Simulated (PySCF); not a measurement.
carbon tetrachloride cation (CCl4), SMILES ClC(Cl)(Cl)Cl (connectivity only; charge and spin as stated), charge +1, multiplicity 2.

Geometry: B3LYP-D3(BJ)/def2-SVP. The multiplicity is an assumed one; other spin states were not compared.

All values below come from SMD-ωB97X/6-31G* (PySCF).

Solvation free energies are E(SMD) − E(gas) at the gas-phase geometry, for 1 M in both phases.

Computed solvation free energies in water, dichloromethane, benzene:
| solvent | ΔG(solv) (kcal/mol) | its non-electrostatic (CDS) part |
|---|---|---|
| water | -46.7 | 1.5 |
| dichloromethane | -46.6 | -3.4 |
| benzene | -30.9 | -3.8 |
